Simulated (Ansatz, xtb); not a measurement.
A geometry optimisation of AlH6PSi+ with r2SCAN-D4/def2-SVP

The starting geometry of this gas-phase doublet has its atoms placed at random.

```xyz
9

Al   -2.0491   -0.3725    0.2801
P     0.3243   -0.8903    2.2787
Si    0.1822    0.5842   -0.3049
H    -0.9647   -0.4762   -0.9284
H     0.7546   -0.6473    0.8767
H    -0.7278    1.9416    0.8624
H    -1.5738    0.9563   -1.3459
H    -0.7720   -0.6427    0.4842
H    -1.2814    0.6894    0.5792
```

Q: Guess where an optimisation with r2SCAN-D4/def2-SVP ends from this start.

A: It loosens into AlH2P + H4Si, which stay close as a complex (formulas without charges). Distances that change by over a tenth: Al1–H8 (1.32 → 2.14 Å), Si3–H5 (1.80 → 4.55 Å), Si3–H9 (1.71 → 1.52 Å). Contacts that open: Al1–Si3 (2.50 → 3.02 Å), Al1–H4 (1.63 → 2.34 Å), Al1–H9 (1.34 → 2.32 Å), Si3–H8 (1.74 → 3.27 Å). Contacts that close: P2–H8 (2.12 → 1.48 Å), Si3–H6 (2.01 → 1.48 Å), Si3–H7 (2.08 → 1.48 Å).

The energy falls by 11.27 eV over 30 steps:

```csv
step,E − E(last) (eV)
1,11.269
4,4.361
7,2.270
11,0.079
14,0.014
17,0.007
20,0.002
24,0.000
27,0.000
30,0.000
```

Final geometry (Å):

```csv
atom,x (Å),y (Å),z (Å)
Al,-2.0722,-1.4161,-0.0305
P,0.6255,-0.7812,2.1993
Si,-1.0195,1.3701,-0.5265
H,-0.5266,0.0216,-1.0326
H,1.2398,-1.9423,1.6251
H,0.0547,2.0780,0.2090
H,-1.6839,2.0927,-1.6366
H,-0.6465,-1.1355,1.5370
H,-2.0791,0.8552,0.4378
```

From the same start GFN2-xTB ends elsewhere, in pieces: AlH4PSi + H2.

From so rough a start the end depends on the optimiser's path, so another program may land elsewhere. No frequencies were run, so the end isn't proven a minimum. Open shells are spin-unrestricted. Run with Ansatz 0.2.0, 2.8 min on 2 threads of Intel(R) Xeon(R) Platinum 8259CL CPU @ 2.50GHz (Skylake/Cascade Lake), with other jobs on the host.
